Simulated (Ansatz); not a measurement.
HNC, HNSi: atomization energies

Ansatz 0.2.0, functionals in def2-QZVPP, HF, MP2 and coupled cluster extrapolated from def2-TZVPP and def2-QZVPP (exp(−7.88 √X), X^−2.97); geometries are PBE0/def2-TZVP minima. Wave-function levels freeze the cores; HF, MP2 and coupled cluster are restricted for singlets and unrestricted otherwise, atoms included (their steps beyond CCSDT(Q) come from restricted open-shell runs), Kohn–Sham unrestricted where that lies lower. The best estimate adds to that CCSD(T) limit the step from CCSD(T) to the highest level run in a smaller set (CCSDT(Q)/cc-pVDZ, CCSDTQ/cc-pVDZ). It lacks core correlation, which semilocal and hybrid functionals hold and which counts in their errors here, (a few kJ/mol in atomization energies of light atoms) is good to about 1 kcal/mol where the step is under 0.06 eV, as here, and is no measured value. An error is the level's value less this estimate. Energies are electronic, without zero-point terms. No spin–orbit coupling and no scalar relativity. CCSD(T)'s error is that step with its sign reversed, by construction, and steps from double-zeta sets run high. The species are chosen: bound, without strong static correlation by their natural occupations or amplitudes, in their lowest spin state as far as vertical gaps and like structures tell, and with a ladder that closes on the reference, so errors are smaller than for species at large; levels whose determinant breaks symmetry or spin markedly are left out.

| species | bonds (Å) | quantity | symmetry of the states | reference | value (kcal/mol) | error CCSD(T) | error PBE | error r2SCAN | error PBE0 | error wB97M-V |
| --- | --- | --- | --- | --- | --- | --- | --- | --- | --- | --- |
| HNC, singlet | C–N 1.163, N–H 0.997, angle at N 180° | atomization | Σ⁺ | limit + step to CCSDT(Q)/cc-pVDZ | 297.2 | -0.6 | 14.0 | -3.3 | 0.3 | 4.0 |
| HNSi, singlet | N–Si 1.546, N–H 1.000, angle at N 180° | atomization | Σ⁺ | limit + step to CCSDTQ/cc-pVDZ | 239.3 | -0.8 | 6.6 | -4.6 | -5.4 | 2.8 |

The reference falls from C to Si, by 57.9 kcal/mol in all.
